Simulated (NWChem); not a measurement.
System: acetonitrile (C₂H₃N); SMILES N#CC

Here is an NWChem input.

```
start job
memory heap 200 mb stack 900 mb global 1100 mb
geometry units angstroms
  C      0.000000     0.000000    -1.162534
  C      0.000000     0.000000     0.290673
  N      0.000000     0.000000     1.447563
  H      1.019593     0.155513    -1.542979
  H     -0.375118    -0.960750    -1.542979
  H     -0.644475     0.805237    -1.542979
end
basis spherical
  C library 6-31g*
  N library 6-31g*
  H library 6-31g*
end
dft
  xc hfexch
  iterations 150
end
driver
  maxiter 120
end
task dft optimize
task dft freq
```

Output (shortened):

```
             Northwest Computational Chemistry Package (NWChem) 7.3.0
             --------------------------------------------------------

 C3V symmetry detected

                             Geometry "geometry" -> ""
                             -------------------------

 Output coordinates in angstroms (scale by  1.889725989 to convert to a.u.)

  No.       Tag          Charge          X              Y              Z
 ---- ---------------- ---------- -------------- -------------- --------------
    1 C                    6.0000     0.00000000     0.00000000    -1.17493573
    2 C                    6.0000     0.00000000     0.00000000     0.27827127
    3 N                    7.0000    -0.00000000    -0.00000000     1.43516127
    4 H                    1.0000     0.72929908     0.72929908    -1.55538073
    5 H                    1.0000     0.26694199    -0.99624107    -1.55538073
    6 H                    1.0000    -0.99624107     0.26694199    -1.55538073

 Effective nuclear repulsion energy (a.u.)      58.4295723247

      Symmetry information
      --------------------

 Group name             C3v
 Group number             17
 Group order               6
 No. of unique centers     4

                                Z-matrix (autoz)
                                --------

 Units are Angstrom for bonds and degrees for angles

      Type          Name      I     J     K     L     M      Value
      ----------- --------  ----- ----- ----- ----- ----- ----------
    1 Stretch                  1     2                       1.45321
    2 Stretch                  1     4                       1.09931
    3 Stretch                  1     5                       1.09931
    4 Stretch                  1     6                       1.09931
    5 Stretch                  2     3                       1.15689
    6 Bend                     2     1     4               110.24741
    7 Bend                     2     1     5               110.24741
    8 Bend                     2     1     6               110.24741
    9 Bend                     3     1     4               110.24741
   10 Bend                     3     1     5               110.24741
   11 Bend                     3     1     6               110.24741
   12 Bend                     4     1     5               108.68400
   13 Bend                     4     1     6               108.68400
   14 Bend                     5     1     6               108.68400
   15 Torsion                  1     4     2     3         180.00000
   16 Torsion                  1     5     2     3        -180.00000
   17 Torsion                  1     6     2     3         180.00000

  xc_inp: hfexch multiplicative factor not found.

                           NWChem Geometry Optimization
                           ----------------------------

 maximum gradient threshold         (gmax) =   0.000450
 rms gradient threshold             (grms) =   0.000300
 maximum cartesian step threshold   (xmax) =   0.001800
 rms cartesian step threshold       (xrms) =   0.001200
 fixed trust radius                (trust) =   0.300000
 source of zmatrix                         =   autoz

          -------------------
          Energy Minimization
          -------------------

 Using diagonal initial Hessian
 Scaling for Hessian diagonals: bonds = 1.00  angles = 0.25  torsions = 0.10

          --------
          Step   0

                                 NWChem DFT Module
                                 -----------------

 Summary of "ao basis" -> "ao basis" (spherical)
 ------------------------------------------------------------------------------
       Tag                 Description            Shells   Functions and Types
 ---------------- ------------------------------  ------  ---------------------
 C                           6-31g*                  6       14   3s2p1d
 N                           6-31g*                  6       14   3s2p1d
 H                           6-31g*                  2        2   2s

      Symmetry analysis of basis
      --------------------------

        a1         20
        a2          0
        e          28

  Rotation of axis

[...]

      ----------------------
      Optimization converged
      ----------------------

  Step       Energy      Delta E   Gmax     Grms     Xrms     Xmax
  ---- ---------------- -------- -------- -------- -------- --------
@    4    -131.92679961 -3.2D-07  0.00003  0.00001  0.00041  0.00095
                                     ok       ok       ok       ok

                                Z-matrix (autoz)
                                --------

 Units are Angstrom for bonds and degrees for angles

      Type          Name      I     J     K     L     M      Value     Gradient
      ----------- --------  ----- ----- ----- ----- ----- ---------- ----------
    1 Stretch                  1     2                       1.46742    0.00003
    2 Stretch                  1     4                       1.08218    0.00001
    3 Stretch                  1     5                       1.08218    0.00001
    4 Stretch                  1     6                       1.08218    0.00001
    5 Stretch                  2     3                       1.13472   -0.00000
    6 Bend                     2     1     4               109.82832    0.00000
    7 Bend                     2     1     5               109.82832    0.00000
    8 Bend                     2     1     6               109.82832    0.00000
    9 Bend                     3     1     4               109.82832    0.00000
   10 Bend                     3     1     5               109.82832    0.00000
   11 Bend                     3     1     6               109.82832    0.00000
   12 Bend                     4     1     5               109.11178   -0.00000
   13 Bend                     4     1     6               109.11178   -0.00000
   14 Bend                     5     1     6               109.11178   -0.00000
   15 Torsion                  1     4     2     3         180.00000    0.00000
   16 Torsion                  1     5     2     3         180.00000    0.00000
   17 Torsion                  1     6     2     3        -180.00000   -0.00000

                         Geometry "geometry" -> "geometry"
                         ---------------------------------

 Output coordinates in angstroms (scale by  1.889725989 to convert to a.u.)

  No.       Tag          Charge          X              Y              Z
 ---- ---------------- ---------- -------------- -------------- --------------
    1 C                    6.0000     0.00000000     0.00000000    -1.18266027
    2 C                    6.0000     0.00000000     0.00000000     0.28475502
    3 N                    7.0000     0.00000000     0.00000000     1.41947394
    4 H                    1.0000     0.71984799     0.71984799    -1.54973802
    5 H                    1.0000     0.26348265    -0.98333063    -1.54973802
    6 H                    1.0000    -0.98333063     0.26348265    -1.54973802

 Effective nuclear repulsion energy (a.u.)      58.8928683079

      Symmetry information
      --------------------

[...]

 Rotational Constants
 --------------------
 A=   5.379998 cm-1  (  7.740444 K)
 B=   0.310314 cm-1  (  0.446463 K)
 C=   0.310314 cm-1  (  0.446463 K)

 Temperature                      =   298.15K
 frequency scaling parameter      =   1.0000

 Zero-Point correction to Energy  =   30.664 kcal/mol  (  0.048867 au)
 Thermal correction to Energy     =   32.854 kcal/mol  (  0.052356 au)
 Thermal correction to Enthalpy   =   33.446 kcal/mol  (  0.053300 au)

 Total Entropy                    =   57.490 cal/mol-K
   - Translational                =   37.046 cal/mol-K (mol. weight =  41.0265)
   - Rotational                   =   18.479 cal/mol-K (symmetry #  =        3)
   - Vibrational                  =    1.965 cal/mol-K

 Cv (constant volume heat capacity) =    9.796 cal/mol-K
   - Translational                  =    2.979 cal/mol-K
   - Rotational                     =    2.979 cal/mol-K
   - Vibrational                    =    3.837 cal/mol-K

[normal modes left out]

 ----------------------------------------------------------------------------
 Normal Eigenvalue ||           Projected Infra Red Intensities
  Mode   [cm**-1]  || [atomic units] [(debye/angs)**2] [(KM/mol)] [arbitrary]
 ------ ---------- || -------------- ----------------- ---------- -----------
    1       -0.000 ||    0.005115           0.118         4.987      10.584
    2       -0.000 ||    0.005388           0.124         5.253      11.148
    3       -0.000 ||    0.007701           0.178         7.507      15.934
    4       -0.000 ||    0.002422           0.056         2.361       5.011
    5       -0.000 ||    0.005418           0.125         5.282      11.211
    6        0.000 ||    0.000007           0.000         0.007       0.015
    7      425.510 ||    0.001656           0.038         1.614       3.426
    8      425.510 ||    0.001656           0.038         1.614       3.426
    9      974.686 ||    0.008514           0.196         8.299      17.615
   10     1174.514 ||    0.001546           0.036         1.507       3.198
   11     1174.514 ||    0.001546           0.036         1.507       3.198
   12     1563.984 ||    0.000643           0.015         0.626       1.330
   13     1618.109 ||    0.009476           0.219         9.238      19.607
   14     1618.109 ||    0.009476           0.219         9.238      19.607
   15     2622.415 ||    0.013267           0.306        12.933      27.450
   16     3233.541 ||    0.005047           0.116         4.920      10.443
   17     3314.633 ||    0.004059           0.094         3.957       8.399
   18     3314.633 ||    0.004059           0.094         3.957       8.399
 ----------------------------------------------------------------------------
```

Level: Hartree-Fock/6-31G* (spherical d).
